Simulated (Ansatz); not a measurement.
# C₃H₂S: basis-set convergence

One table from this session's results is given with a row withheld; the runs are named, their logs left out.

Program: Ansatz 0.2.0, Gaussian basis. Level of theory: one geometry, several basis sets. These are calculated values, not measurements.

Plan: PBE0-D4/def2-SVP; ωB97M-V/def2-SVP; PBE0-D4/def2-QZVPP; ωB97M-V/def2-QZVPP; the functionals' def2-TZVPP values are taken from earlier runs.

## The relaxed structure

An earlier PBE0-D4 in a triple-zeta def2 set relaxation fixed the geometry.

6 atoms, charge 0, spin multiplicity 1.

Atoms are counted from 1 here; the program's logs count them from 0.

Bond lengths: C1–C2 1.322 Å, C1–C4 1.322 Å, C2–S3 1.876 Å, C2–H5 1.079 Å, S3–C4 1.876 Å, C4–H6 1.079 Å. Angles: C2–C1–C4 134.9°, C1–C2–S3 71.9°, C1–C2–H5 130.5°, S3–C2–H5 122.6°, C2–S3–C4 81.2°, C1–C4–S3 71.9°, C1–C4–H6 130.5°, S3–C4–H6 122.6°.

Geometry (Å):

```xyz
6
C3H2S
C     0.5188    0.3155    0.1671
C     0.8179   -0.7436   -0.5659
S    -1.0461   -0.6817   -0.3674
C    -0.6027    0.8506    0.6191
H     1.2987   -0.8158   -1.5295
H    -0.9446    1.0111    1.6303
```

Set-up of the first run:

in.yaml

```yaml
crystal:
  periodic: [false, false, false]
  atoms:
    - {symbol: C, position_ang: [0.518849, 0.315491, 0.167131]}
    - {symbol: C, position_ang: [0.817873, -0.743620, -0.565859]}
    - {symbol: S, position_ang: [-1.046071, -0.681686, -0.367354]}
    - {symbol: C, position_ang: [-0.602675, 0.850584, 0.619147]}
    - {symbol: H, position_ang: [1.298653, -0.815820, -1.529531]}
    - {symbol: H, position_ang: [-0.944629, 1.011051, 1.630266]}
basis:
  gaussian: {orbitals: def2-SVP}
hamiltonian: {xc: pbe0, dispersion: d4}
output: {orbitals: {seedname: orbitals}}
```

The run is started by

```bash
$ ansatz run in.yaml --threads 2 --pin off --events-out ev --progress --plain --max-ram 4352MiB
```

Among the steps run: PBE0-D4 in def2-SVP; ωB97M-V in def2-SVP; PBE0-D4 in def2-QZVPP; ωB97M-V in def2-QZVPP.

One table of the session follows, with a row left open; its other results are not shown here.

It belongs to the step «Density functionals: the series». 

```
functional       basis  HOMO (eV)  LUMO (eV)
   PBE0-D4    def2-SVP      -6.55      -1.86
   PBE0-D4  def2-TZVPP      -6.63      -1.98
   PBE0-D4  def2-QZVPP      -6.66      -2.03
   ωB97M-V    def2-SVP      -8.58       0.44
   ωB97M-V  def2-TZVPP          ?          ?
   ωB97M-V  def2-QZVPP      -8.75       0.06
```

**Question.** Estimate the row for ωB97M-V, def2-TZVPP.

The run gave: HOMO (eV): -8.72; LUMO (eV): 0.20. In the column «HOMO (eV)» it lies between ωB97M-V, def2-QZVPP (-8.75) and ωB97M-V, def2-SVP (-8.58).
